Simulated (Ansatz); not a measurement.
# C₂H₆S₂: up Jacob's ladder to CCSD(T)

The task here is to estimate one member of a computed series from the others.

The runs use Ansatz 0.2.0, Gaussian basis; functionals in def2-TZVPP, the program's frozen cores in correlated methods.

Plan: PBE-D4, r2SCAN-D4, PBE0-D4, B3LYP-D4, ωB97X-V, ωB97M-V, B2PLYP; CCSD(T)/def2-TZVPP; CCSD(T)/def2-QZVPP; extrapolation to the limit.

## The geometry

An earlier PBE0-D4 in a triple-zeta def2 set relaxation fixed the geometry.

SMILES `SCCS`, 10 atoms, charge 0, spin multiplicity 1.

Atoms are counted from 1 here; the program's logs count them from 0.

Bond lengths: S1–C2 1.809 Å, S1–H5 1.343 Å, C2–C3 1.517 Å, C2–H6 1.094 Å, C2–H7 1.091 Å, C3–S4 1.809 Å, C3–H8 1.091 Å, C3–H9 1.094 Å, S4–H10 1.343 Å. Angles: C2–S1–H5 96.5°, S1–C2–C3 114.8°, S1–C2–H6 104.7°, S1–C2–H7 109.2°, C3–C2–H6 109.3°, C3–C2–H7 110.9°, H6–C2–H7 107.6°, C2–C3–S4 114.8°, C2–C3–H8 110.9°, C2–C3–H9 109.3°, S4–C3–H8 109.2°, S4–C3–H9 104.7°, H8–C3–H9 107.6°, C3–S4–H10 96.5°.

Coordinates:

```xyz
10
C2H6S2
S    -1.2291    1.3311   -0.7030
C     0.0472    0.8142    0.4694
C     0.2174   -0.6871    0.6019
S     0.8396   -1.5130   -0.8821
H    -0.5385    1.0388   -1.8167
H    -0.2741    1.2285    1.4295
H     0.9918    1.2912    0.2042
H    -0.7166   -1.1593    0.9094
H     0.9647   -0.9004    1.3718
H    -0.3026   -1.4442   -1.5844
```

Set-up of the first run:

The input, in.yaml:

```yaml
crystal:
  periodic: [false, false, false]
  atoms:
    - {symbol: S, position_ang: [-1.229130, 1.331123, -0.703006]}
    - {symbol: C, position_ang: [0.047245, 0.814232, 0.469355]}
    - {symbol: C, position_ang: [0.217438, -0.687109, 0.601893]}
    - {symbol: S, position_ang: [0.839638, -1.512973, -0.882071]}
    - {symbol: H, position_ang: [-0.538478, 1.038846, -1.816730]}
    - {symbol: H, position_ang: [-0.274089, 1.228511, 1.429490]}
    - {symbol: H, position_ang: [0.991783, 1.291190, 0.204195]}
    - {symbol: H, position_ang: [-0.716564, -1.159265, 0.909433]}
    - {symbol: H, position_ang: [0.964735, -0.900362, 1.371809]}
    - {symbol: H, position_ang: [-0.302578, -1.444192, -1.584379]}
basis:
  gaussian: {orbitals: def2-TZVPP}
hamiltonian: {xc: pbe, dispersion: d4}
output: {forces: true, orbitals: {seedname: orbitals}}
```

Run with:

```bash
ansatz run in.yaml --threads 2 --pin off --events-out ev --progress --plain --max-ram 32768MiB --backend cpu
```

Steps of the session up to this table: PBE-D4 (GGA); r2SCAN-D4 (meta-GGA); PBE0-D4 (hybrid); B3LYP-D4 (hybrid); ωB97X-V (range-separated); ωB97M-V (range-separated); B2PLYP (double hybrid); CCSD(T) in def2-TZVPP; CCSD(T) in def2-QZVPP.

One of the session's tables, all rows but one given; the rest of the session is left out.

It belongs to the step «Atomisation energies». 

```
            method  atomisation energy (kcal/mol)
            PBE-D4                          844.5
         r2SCAN-D4                          830.3
           PBE0-D4                          832.6
          B3LYP-D4                          826.0
           ωB97X-V                          831.8
           ωB97M-V                              ?
            B2PLYP                          815.7
     HF/def2-TZVPP                          597.9
    MP2/def2-TZVPP                          814.0
   CCSD/def2-TZVPP                          793.4
CCSD(T)/def2-TZVPP                          806.1
           MP2/CBS                          836.3
       CCSD(T)/CBS                          827.9
```

Q: Estimate the row for ωB97M-V from the others.

As computed: atomisation energy (kcal/mol): 833.2. In the column «atomisation energy (kcal/mol)» it lies between PBE0-D4 (832.6) and MP2/CBS (836.3).
